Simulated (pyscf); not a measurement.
Single points on ωB97X-D3(BJ)/def2-SVP structures (PySCF, gas phase).

### Question
Estimate the classical barrier height and the reaction energy of H₃C–ZnH + ammonia (NH₃) → H₃C–Zn–NH₂ + hydrogen (H₂) at ωB97M-D3(BJ)/def2-TZVP. The step runs on the singlet surface, breaks H–Zn, H–N and forms N–Zn, H–H; take the separated reactants as zero.

### Answer
ΔE‡ = 111.1 kJ/mol, ΔE = +6.8 kJ/mol. Zero-point energy shifts the barrier by -6.7 kJ/mol. It is a four-centre exchange, with an imaginary mode of 1355i cm⁻¹. On the reactant side the descent ends in an adduct with a N–Zn contact, 47.9 kJ/mol under the separated species and 152.9 kJ/mol under the saddle at ωB97X-D3(BJ)/def2-TZVP. What is counted as formed (N–Zn) is already present as a longer contact in the reactant adduct; forming that adduct is a step of its own. At the saddle there is also a short H–Zn contact that neither side keeps. One saddle was located; it need not be the lowest between these sides. Elements up to Kr have no core potential and no relativistic terms here.
